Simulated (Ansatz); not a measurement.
Conformers of C3H8OS, SMILES `CCS(C)=O`, each relaxed with PBE0-D4/def2-TZVP in Ansatz. CBS adds the triple-zeta coupled-cluster correction to the MP2 limit.

Not all of them had a frequency check.

Conformer A:

```xyz
13

C     0.269   -0.903    1.368
C     0.475    0.483    0.793
S     0.821    0.497   -0.984
C    -0.810   -0.012   -1.544
O     0.970    1.920   -1.369
H     0.248   -0.860    2.459
H     1.080   -1.577    1.079
H    -0.673   -1.346    1.041
H     1.361    0.963    1.217
H    -0.376    1.150    0.957
H    -0.790    0.041   -2.632
H    -1.556    0.682   -1.152
H    -1.018   -1.037   -1.232
```

Conformer B:

```xyz
13

C    -0.851   -1.021   -0.760
C     0.405   -0.225   -1.040
S     0.502    1.339   -0.120
C     0.616    0.653    1.539
O    -0.832    1.980   -0.222
H    -1.722   -0.364   -0.795
H    -0.822   -1.504    0.218
H    -0.978   -1.802   -1.511
H     0.438    0.098   -2.084
H     1.328   -0.775   -0.834
H     0.673    1.504    2.218
H     1.521    0.049    1.630
H    -0.276    0.068    1.762
```

Which is lowest in electronic energy at CCSD(T)/CBS (frozen core, def2 sets), and by how much? (Best estimate.)

Computed: B; A lies 1.4 kJ/mol higher. Gaps under about 2 kJ/mol don't settle the order.

Give the energies relative to B (kJ/mol) with PBE-D4/def2-TZVPP, B3LYP-D4/def2-TZVPP, ωB97M-V/def2-TZVPP, B2PLYP/def2-TZVPP, PBE0/def2-TZVPP, CCSD/def2-TZVPP, HF/CBS(def2). (Estimate.)

Computed: 
```json
{"level": "PBE-D4/def2-TZVPP", "A": "2.1"}
{"level": "B3LYP-D4/def2-TZVPP", "A": "2.0"}
{"level": "ωB97M-V/def2-TZVPP", "A": "2.0"}
{"level": "B2PLYP/def2-TZVPP", "A": "1.3"}
{"level": "PBE0/def2-TZVPP", "A": "1.2"}
{"level": "CCSD/def2-TZVPP", "A": "1.4"}
{"level": "HF/CBS(def2)", "A": "-1.0"}
```

B3LYP here is the variant with VWN-RPA as its local correlation; programs differ in this.
